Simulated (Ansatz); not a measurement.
The input, for Ansatz 0.2.0:

```yaml
crystal:
  periodic: [false, false, false]
  atoms:
    - {symbol: Al, position_ang: [0.000000, 0.000000, 1.818997]}
    - {symbol: Ga, position_ang: [0.000000, 0.000000, -0.664806]}
    - {symbol: H, position_ang: [0.000000, 1.407254, -1.352806]}
    - {symbol: H, position_ang: [0.000000, -1.407254, -1.352806]}
basis:
  gaussian: {orbitals: 6-31G}
total_charge: 1
magnetization: {spin_polarized: false, initial_magnetization: 3}
correlation: {active_space: {ras: {orbitals: [2, 3, 22], electrons: 7, max_holes: 2, max_particles: 2}, fixed_orbitals: true}}
```

```sh
$ ansatz run in.yaml --threads 1 --pin off --events-out ev --progress --plain --max-ram 4096MiB --backend cpu
```

Roughly how long does this take on 1 thread of AMD EPYC 7R13, shared host, and how much host memory?

3.4 s wall and 0.22 GiB.

```
452 factors; integrals over basis functions are off by at most 6.3e-4 eV
mean field evaluation 1: about -58926.3613 eV, gradient 6.6e0 eV
mean field evaluation 2: about -58926.4034 eV, gradient 6.6e0 eV
mean field evaluation 4: about -58926.8349 eV, gradient 8.2e-1 eV
mean field evaluation 8: about -58926.8559 eV, gradient 2.6e-1 eV
mean field evaluation 16: about -58926.8630 eV, gradient 5.0e-2 eV
mean field evaluation 32: about -58928.0273 eV, gradient 2.3e-2 eV
mean field evaluation 64: about -58927.5363 eV, gradient 2.3e-3 eV
mean field evaluation 96: about -58927.9873 eV, gradient 5.2e-1 eV
mean field evaluation 128: about -58927.8052 eV, gradient 2.9e0 eV
mean field evaluation 160: about -58926.8632 eV, gradient 3.3e-6 eV
mean field -58928.02730642 eV, -2165.5650606596 hartree, gradient 1.4e-6 eV, S^2 3.750000; 11 other end points of the search recorded, 0 dependent functions left out
reference -58928.02730642 eV, -2165.5650606596 hartree; 24, 21 occupied and 22, 25 virtual orbitals, 452 factors
state -58929.58470155 eV, -2165.6222938747 hartree
Total energy: -58929.58470155 eV, -2165.6222938747 hartree
```

Natural occupations: 1.9633 1.9475 1.0098 0.9936 0.9891 0.0341 0.0234 0.0155 0.0088 0.0040 0.0026 0.0021 0.0018 0.0014 0.0011 0.0005 0.0004 0.0002 0.0002 0.0001 0.0001 0.0001 0.0001 0.0001.

For the same geometry and basis full CI lies 95.9 meV lower.
